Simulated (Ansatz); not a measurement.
Diamond, treated with PBE-D4 (Ansatz, a first-principles code, PAW).

Run with plane-wave cutoff 520 eV, 16×16×16 k mesh, Fermi–Dirac smearing 0.01 eV, scalar-relativistic PAW data made under PBE.

The cell is scaled about its equilibrium volume:

```tsv
V (Å³/atom)	P (GPa)	direct gap at Γ (eV)	smallest gap on the k mesh (eV)
5.289	30.80	5.791	4.299
5.401	19.58	5.732	4.252
5.514	9.36	5.675	4.205
5.626	0.05	5.619	4.161
5.739	-8.42	5.565	4.117
5.851	-16.13	5.511	4.075
5.964	-23.16	5.459	4.034
```

The fundamental gap (4.16 eV at the equilibrium volume, with added k points) lies elsewhere than Γ–Γ.
